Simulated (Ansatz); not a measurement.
# AlH4 (doublet): the correlation ladder at distance Al1–H4 along a hydrogen transfer = 2.279 Å, cc-pVTZ

How much of the correlation energy of AlH4 (doublet) does each wave-function method recover here?

The runs use Ansatz 0.2.0, Gaussian basis; cc-pVTZ, core rule «outside noble gas», up to 5 orbitals frozen.

The runs, in order: UHF; CCSD(T) on ROHF; CCSD(T) on UHF; BCCD(T) on ROHF; CCSDT(Q) on ROHF; CCSDT(Q) on UHF; CASSCF and MRCISD+Q, 3 electrons in 3 orbitals; CASSCF and NEVPT2, 3 electrons in 3 orbitals; CASSCF and MRCISD+Q, 7 electrons in 8 orbitals; CASSCF and NEVPT4(SD), 7 electrons in 8 orbitals; CASSCF and NEVPT2, 7 electrons in 8 orbitals.

3 further runs of the same task are left out: 3 for a known fault of the program.

### Step 1. What is computed

The geometry derives from fragments relaxed apart (PBE0/def2-TZVP) and kept rigid, so it is no stationary point. A hydrogen atom is moved between rigid fragments.

5 atoms, charge 0, spin multiplicity 2.

Atoms are counted from 1 here; the program's logs count them from 0.

Bond lengths: Al1–H2 1.586 Å, Al1–H3 1.586 Å, H4–H5 0.745 Å. Angles: H2–Al1–H3 120.0°.

Coordinates:

```xyz
5

Al   -0.1208    0.0000    0.0000
H    -0.9137    1.3734    0.0000
H    -0.9137   -1.3734    0.0000
H     2.1582    0.0000    0.0000
H     2.9032    0.0000    0.0000
```

### Step 2. UHF

File in.yaml:

```yaml
crystal:
  periodic: [false, false, false]
  atoms:
    - {symbol: Al, position_ang: [-0.120808, 0.000000, 0.000000]}
    - {symbol: H, position_ang: [-0.913732, 1.373384, 0.000000]}
    - {symbol: H, position_ang: [-0.913732, -1.373384, 0.000000]}
    - {symbol: H, position_ang: [2.158192, 0.000000, 0.000000]}
    - {symbol: H, position_ang: [2.903192, 0.000000, 0.000000]}
basis:
  gaussian: {orbitals: cc-pVTZ}
magnetization: {spin_polarized: true, initial_magnetization: 1}
hamiltonian: {xc: hf}
output: {orbitals: {seedname: orbitals}}
```

On the command line:

```console
ansatz run in.yaml --threads 1 --pin off --events-out ev --progress --plain --max-ram 2816MiB --backend cpu
```

Further steps of the session: CCSD(T) on ROHF; CCSD(T) on UHF; BCCD(T) on ROHF; CCSDT(Q) on ROHF; CCSDT(Q) on UHF; CASSCF and MRCISD+Q, 3 electrons in 3 orbitals; CASSCF and NEVPT2, 3 electrons in 3 orbitals; CASSCF and MRCISD+Q, 7 electrons in 8 orbitals; CASSCF and NEVPT4(SD), 7 electrons in 8 orbitals; CASSCF and NEVPT2, 7 electrons in 8 orbitals.

**Question.** What will the summary of the whole plan be? Wanted: UCCSDT(Q) below the RHF energy; RMP2 from UCCSDT(Q); UMP2 from UCCSDT(Q); RCCSD from UCCSDT(Q); RCCSD(T) from UCCSDT(Q); UCCSD(T) from UCCSDT(Q); RCCSDT(Q) from UCCSDT(Q); NEVPT2 pair from UCCSDT(Q); MRCISD+Q pair from UCCSDT(Q).

The runs gave:

```
                         quantity                                                                                    value
   UCCSDT(Q) below the RHF energy                                                                               -3.7052 eV
              RMP2 from UCCSDT(Q)                                                                               +815.0 meV
              UMP2 from UCCSDT(Q)                                                                               +810.0 meV
             RCCSD from UCCSDT(Q)                                                                                +73.6 meV
          RCCSD(T) from UCCSDT(Q)                                                                                +18.3 meV
          UCCSD(T) from UCCSDT(Q)                                                                                +17.6 meV
         RCCSDT(Q) from UCCSDT(Q)                                                                                 +0.9 meV
       NEVPT2 pair from UCCSDT(Q)                                                                               +809.1 meV
     MRCISD+Q pair from UCCSDT(Q)                                                                                 -8.8 meV
    NEVPT2 valence from UCCSDT(Q)                                                                               +739.0 meV
levels within 1 kcal/mol (43 meV)  RCCSD(T), UCCSD(T), BCCD(T), RCCSDT, UCCSDT, RCCSDT(Q), MRCISD+Q pair, MRCISD+Q valence
                    T1 diagnostic                                                                                    0.019
   effectively unpaired electrons                                                                                     1.01
```

**Reading.** RCCSD(T) lands +18.3 meV from the yardstick (0.5 % of the correlation energy). One determinant dominates. Of the multireference levels listed MRCISD+Q valence comes nearest in total energy (+4.4 meV), which doesn't show that its space is the better one. These misses are within one basis, not against nature; the frozen cores of restricted and unrestricted runs differ, which can shift their rows.
